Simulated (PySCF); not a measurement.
# How long do these jobs take?

Single jobs in PySCF with density fitting, those on clusters of several parts including the runs of the parts alone, on shared hosts, each launched as `OMP_NUM_THREADS=1 python cluster_run.py task.json out`; times are rough.

```json
{"system (of a reaction: its main species)": "CH8BClSi2", "parts or species": "1", "job": "NMR shieldings, PBE0/pcSseg-1, charges and field gradients", "basis functions": "146", "threads × CPU": "1 × AMD EPYC 9R45 96-Core", "wall time": "8.5 s", "peak memory (GiB)": "0.75"}
{"system (of a reaction: its main species)": "boron trifluoride and bromide", "parts or species": "2", "job": "interaction energy with counterpoise and decomposition, PBE0-D3(BJ)/def2-TZVPD", "basis functions": "214", "threads × CPU": "1 × AMD EPYC 9R45 96-Core", "wall time": "9.4 s", "peak memory (GiB)": "0.91"}
{"system (of a reaction: its main species)": "GeH3F and cyanide", "parts or species": "2", "job": "interaction energy with counterpoise and decomposition, PBE0-D3(BJ)/def2-TZVPD", "basis functions": "195", "threads × CPU": "1 × AMD EPYC 9R45 96-Core", "wall time": "11 s", "peak memory (GiB)": "0.87"}
{"system (of a reaction: its main species)": "carbon dioxide and cyanide", "parts or species": "2", "job": "interaction energy with counterpoise and decomposition, wB97M-D3(BJ)/def2-TZVPD", "basis functions": "191", "threads × CPU": "1 × AMD EPYC 9R45 96-Core", "wall time": "15 s", "peak memory (GiB)": "0.82"}
{"system (of a reaction: its main species)": "C2H11GeNOSi", "parts or species": "1", "job": "excited states, CAM-B3LYP/def2-SVPD, 6 singlets, 2 triplets, polarisability, ionisation by delta-SCF", "basis functions": "233", "threads × CPU": "1 × AMD EPYC 9R45 96-Core", "wall time": "110 s", "peak memory (GiB)": "1.3"}
```

```tsv
system (of a reaction: its main species)	parts or species	job	basis functions	threads × CPU
CH3NO3Ti	1	excited states, CAM-B3LYP/def2-SVPD, 6 singlets, 2 triplets, polarisability, ionisation by delta-SCF	167	1 × AMD EPYC 9R45 96-Core
K+ and 5 × water	6	interaction energy with counterpoise and decomposition, PBE0-D3(BJ)/def2-SVPD	222	1 × AMD EPYC 9R45 96-Core
GeH3F and acetonitrile	2	interaction energy with counterpoise and decomposition, PBE0-D3(BJ)/def2-SVPD	169	1 × AMD EPYC 9R45 96-Core
```

Question: Estimate wall time and peak memory of the jobs in the second table.

Answer: CH3NO3Ti, excited states: 63 s, 0.89 GiB; K+ and 5 × water, interaction energy with counterpoise and decomposition: 44 s, 0.64 GiB; GeH3F and acetonitrile, interaction energy with counterpoise and decomposition: 9.6 s, 0.76 GiB.
